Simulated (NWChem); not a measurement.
**BNH4 (SMILES BN): r2SCAN/cc-pVTZ**

Aim: the vertical ionisation energy of BNH4 at r2SCAN/cc-pVTZ, from 2 runs. 

The calculation is run with NWChem 7.3.0.

### 1 The system as given

BNH4 has 6 atoms, charge 0, and is taken as a singlet. SMILES: `BN`. Geometry: relaxed at PBE0-D4/def2-TZVP.

Bond lengths: B1–N2 1.385 Å, B1–H3 1.197 Å, B1–H4 1.197 Å, N2–H5 1.006 Å, N2–H6 1.006 Å. Angles: B1–N2–H5 123.2°, B1–N2–H6 123.2°, N2–B1–H3 119.0°, N2–B1–H4 119.0°, H5–N2–H6 113.5°, H3–B1–H4 122.0°.

### 2 A single-point energy at r2SCAN/cc-pVTZ

input.nw

```
START input
TITLE "BH4N energy"
memory 2200 mb

GEOMETRY units angstrom noautosym nocenter noautoz
  B     -0.128200    -0.679600    -0.025600
  N      0.146100     0.677400     0.010800
  H      0.225800    -1.368000     0.887500
  H     -0.712000    -1.128700    -0.969200
  H     -0.121600     1.313700    -0.720800
  H      0.632000     1.121400     0.771300
END

BASIS spherical bse
  * library cc-pVTZ
END

DFT
  xc r2scan
  mult 1
  grid xcoarse
  convergence energy 1e-08
  iterations 100
  mulliken
  noprint "final vectors analysis"
END

TASK dft
```

The run is started by

```sh
$ nwchem input.nw > input.out
```

Standard output:

```text
[...]
          Wavefunction type:  closed shell.
          No. of atoms     :     6
          No. of electrons :    16
[...]
          Charge           :     0
          Spin multiplicity:     1
[...]
          AO basis - number of functions:   116
[...]
              XC Information
              --------------
                      r^2SCAN Method XC Functional
               r^2SCAN metaGGA Exchange Functional  1.000
                     r^2SCAN Correlation Potential  1.000
[...]
 d= 0,ls=0.0,diis     1    -81.9848249550 -1.14D+02  3.60D-03  2.59D-01     3.1
[...]
 d= 0,ls=0.0,diis     8    -82.0123469602  5.16D-10  3.69D-07  1.38D-08    20.7
         Total DFT energy =      -82.012346960170
      One electron energy =     -173.505862512697
           Coulomb energy =       71.601920131095
    Exchange-Corr. energy =      -12.424499967249
 Nuclear repulsion energy =       32.316095388681
[...]
      Total Density - Mulliken Population Analysis
     ---------------------------------------------
    Atom       Charge   Shell Charges
 -----------   ------   -------------------------------------------------------
    1 B    5     5.07   1.98  0.14  0.71  0.20  0.66  1.00  0.25  0.05  0.06  0.01
    2 N    7     7.24   1.96  0.21  0.89  0.39  1.06  1.81  0.91  0.00  0.01  0.00
    3 H    1     1.02   0.27  0.50  0.24  0.00  0.01  0.00
    4 H    1     1.02   0.27  0.50  0.24  0.00  0.01  0.00
    5 H    1     0.83   0.27  0.43  0.06  0.02  0.04  0.01
    6 H    1     0.83   0.27  0.43  0.06  0.02  0.04  0.01
[...]
```

Run time: 22 s. Hardware: 1 thread of Intel Xeon Platinum 8259CL at 2.50GHz (Skylake/Cascade Lake), shared host; peak memory 0.11 GiB.

### 3 The doublet cation at the same level

nw.xyz

```xyz
6
BH4N r2SCAN
B     -0.128200    -0.679600    -0.025600
N      0.146100     0.677400     0.010800
H      0.225800    -1.368000     0.887500
H     -0.712000    -1.128700    -0.969200
H     -0.121600     1.313700    -0.720800
H      0.632000     1.121400     0.771300
```

nw.nw

```
start nw
title "BH4N r2SCAN"
memory stack 880 mb heap 220 mb global 1100 mb
charge 1

geometry units angstrom noautosym nocenter noautoz
  load nw.xyz
end

basis "ao basis" spherical bse
  * library cc-pVTZ
end

dft
  xc r2scan
  mult 2
  grid xcoarse
  convergence energy 1e-08
  maxiter 100
  mulliken
  print low
end

task dft energy
```

The run is started by

```sh
$ nwchem nw.nw > nw.out
```

Standard output:

```text
[...]
 d= 0,ls=0.0,diis     1    -81.3407236510 -1.14D+02  5.64D-03  6.42D-01     6.5
[...]
 d= 0,ls=0.5,diis    15    -81.5988522498 -7.85D-09  4.16D-07  1.57D-09    60.6
[...]
         Total DFT energy =      -81.598852252168
      One electron energy =     -168.093775486477
           Coulomb energy =       66.338911616900
    Exchange-Corr. energy =      -12.160083771271
 Nuclear repulsion energy =       32.316095388681
[...]
      Total Density - Mulliken Population Analysis
     ---------------------------------------------
    Atom       Charge   Shell Charges
 -----------   ------   -------------------------------------------------------
    1 B    5     5.00   1.98  0.15  0.76  0.19  0.64  1.01  0.14  0.04  0.06  0.01
    2 N    7     6.70   1.96  0.23  0.94  0.30  1.03  1.72  0.52  0.00  0.02  0.00
    3 H    1     0.89   0.26  0.48  0.13  0.00  0.01  0.00
    4 H    1     0.89   0.26  0.48  0.13  0.00  0.01  0.00
    5 H    1     0.76   0.26  0.42  0.02  0.02  0.04  0.01
    6 H    1     0.76   0.26  0.42  0.02  0.02  0.04  0.01
[...]
      <S2> =      0.7549 (Exact =     0.7500)
[...]
```

Run time: 65 s. Hardware: 1 thread of Intel Xeon Platinum 8259CL at 2.50GHz (Skylake/Cascade Lake), shared host; peak memory 0.12 GiB.

### 4 Outcome

At r2SCAN/cc-pVTZ:

```
                                          quantity         value
                        singlet BNH4: total energy  -82.01235 Eh
                       singlet BNH4: dipole moment        2.06 D
                      doublet cation: total energy  -81.59885 Eh
                              doublet cation: ⟨S²⟩         0.755
vertical ionisation energy (to the doublet cation)     11.252 eV
```

What this shows: Removing an electron at fixed nuclei costs 11.25 eV (1086 kJ/mol). Mulliken charges (singlet BNH4) run from -0.24 on N2 to +0.17 on H5; they depend strongly on the basis.
